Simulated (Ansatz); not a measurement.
System: zinc-blende MgTe (metastable phase). Method: B3LYP (VWN-RPA form) (PAW; Ansatz, a program for electronic structure).

Numerical settings: plane-wave cutoff 460 eV, 8×8×8 k mesh, Fermi–Dirac smearing 0.01 eV, scalar-relativistic PAW data made under PBE.

The cell is scaled about its equilibrium volume:

| V (Å³/atom) | P (GPa) | direct gap at Γ (eV) |
|---|---|---|
| 32.924 | 2.05 | 3.814 |
| 33.531 | 1.29 | 3.719 |
| 34.657 | 0.06 | 3.550 |
| 35.523 | -0.75 | 3.426 |
| 36.390 | -1.47 | 3.308 |

A straight line through the gaps at Γ against ln V gives a volume deformation potential dE_g(Γ)/d ln V of -5.1 eV: the gap at Γ widens under compression.

Measured, for comparison: band gap 3.67 eV (2 K, zero-point motion not removed; as tabulated in arXiv:1206.3780).

Spin–orbit coupling is not included; with these elements it can move the gap by several tenths of an eV or more.
